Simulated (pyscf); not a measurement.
Single points on ωB97X-D3(BJ)/def2-SVP structures (PySCF, gas phase).

**Question.** For the elementary gas-phase step I• (SMILES [I]) + H₃C–CH₃ (SMILES CC) → H₃C–I (SMILES CI) + CH₃• (SMILES [CH3]) (doublet surface; C–C broken, C–I formed), what barrier and reaction energy does ωB97M-D3(BJ)/def2-TZVP give, measured from the separated reactants?

**Answer.** ΔE‡ = 2.16 eV, ΔE = +1.53 eV. Zero-point energy shifts the barrier by -0.12 eV. It is a substitution at C, with an imaginary mode of 846i cm⁻¹. One saddle was located; it need not be the lowest between these sides. The angle at the attacked C is 180°. Left out: the spin-orbit lowering of I, which is large for Br, Se, Te and I. Elements past Kr carry the def2 core potentials, without spin-orbit coupling.
